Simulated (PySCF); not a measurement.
Ionisation energy of Ne by level of theory

Ne [Ne] (1S) → Ne⁺ [He] 2s2 2p5 (2P), as a difference of total energies. Calculation: PySCF 2.14, in aug-pcseg-3; the non-relativistic Hamiltonian (point nucleus). Correlated levels: valence: 1s2 frozen. The calculations carry no spin-orbit coupling.

| method | ionisation energy (eV) |
| --- | --- |
| UHF | 19.673 |
| MP2 (valence) | 21.717 |
| SCS-MP2 (valence) | 21.578 |
| CCSD (valence) | 21.448 |
| CCSD(T) (valence) | 21.516 |

A first-order spin-orbit estimate (lowest level to lowest level, LS coupling) adds -0.034 eV.

Errors of the correlated levels include the incompleteness of this basis and the frozen core.

Which method comes closest to the reference value, and which is furthest?

The reference is 21.565 eV (measured; NIST Atomic Spectra Database, ionization energies). Closest: SCS-MP2 (valence) (error -0.021 eV); furthest: UHF (error -1.926 eV), both after the spin-orbit estimate.
